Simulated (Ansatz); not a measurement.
Born–Oppenheimer molecular dynamics of BH4N (6 atoms, charge 0, multiplicity 1). It starts from a relaxed structure.

The calculation used RKS r2SCAN-D4/def2-SVP (Ansatz).

```json
{
 "ensemble": "NVT, Nosé–Hoover chain",
 "time step": "0.5 fs",
 "steps asked": "150",
 "set temperature": "500 K",
 "thermostat": "time constant 100 fs, chain length 5",
 "temperature schedule": "37 steps to 500 K, then 113 steps to 1500 K",
 "seed": "103304"
}
```

First frame:

```xyz
6
Properties=species:S:1:pos:R:3
B 0.000 0.000 0.068
N 0.000 0.000 1.458
H -0.840 -0.109 2.015
H 0.840 0.109 2.015
H 1.049 0.136 -0.518
H -1.049 -0.136 -0.518
```

(1) How far do the bonds stretch over the last three quarters of this one trajectory? (Pairs bonded in most of those frames.)

Results:

(1) 
```tsv
bond	mean (Å)	spread (Å)	shortest	longest
B1–N2	1.390	0.021	1.36	1.43
B1–H5	1.211	0.013	1.19	1.23
B1–H6	1.212	0.032	1.16	1.26
N2–H3	1.016	0.016	0.99	1.04
N2–H4	1.017	0.021	0.98	1.05
```

Mean temperature of the second half: 280 K. The conserved energy stayed within 0.34 meV per atom of its start (net change 0.18 meV per atom), so the integration is sound. The schedule's set-point averaged 1168 K over the second half and the system 280 K, so it lags behind the ramp. A run of 0.075 ps of so small a system gives no equilibrium averages.

Run time: 83 s on 1 thread of Intel(R) Xeon(R) 6975P-C (Granite Rapids) (shared host), peak memory 0.12 GiB.
